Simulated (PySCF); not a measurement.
Isomers of C3H5N3, mass 83.048 u with the commonest isotopes. Computed with PySCF 2.14.0, PBE0-D3(BJ)/def2-SVP geometry optimisation, gas phase. One conformer each, none proved a minimum here; rigid rotors.

Question: Order these by radius of gyration √(Σ m r²/M), largest first.
A. `n1(cnnc1)C`
B. `NC1=CNN=C1`
C. `Cn1cncn1`

Answer: B (1.540 Å), A (1.505 Å), C (1.487 Å).

Question: Order these by dipole moment, largest first.
A. `Cn1nccn1`
B. `Cn1cnnc1`
C. `Cn1cncn1`
D. `Cn1ccnn1`
E. `[nH]1cc(cn1)N`

Answer: B (6.17 D), D (4.63 D), C (3.36 D), E (2.75 D), A (0.59 D).

Question: Order these by rotational constant C, largest first.
A. `c1nncn1C`
B. `CN1C=NC=N1`
C. `c1[nH]ncc1N`

Answer: B (2776 MHz), A (2709 MHz), C (2569 MHz).

```csv
SMILES,point group,Ia (u·Å²),Ib (u·Å²),Ic (u·Å²),κ,μa (D),μb (D),μc (D)
Cn1cncn1,Cs,52.70,132.57,182.04,-0.70,3.20,1.03,0.00
Cn1cnnc1,near Cs,52.65,137.13,186.53,-0.72,6.17,0.01,0.02
Cn1nccn1,near Cs,53.89,128.33,178.97,-0.66,0.59,0.02,0.02
Cn1ccnn1,near Cs,52.96,132.95,182.66,-0.69,3.08,3.45,0.00
Nc1cn[nH]c1,–,53.95,143.35,196.74,-0.72,1.30,2.13,1.14
```
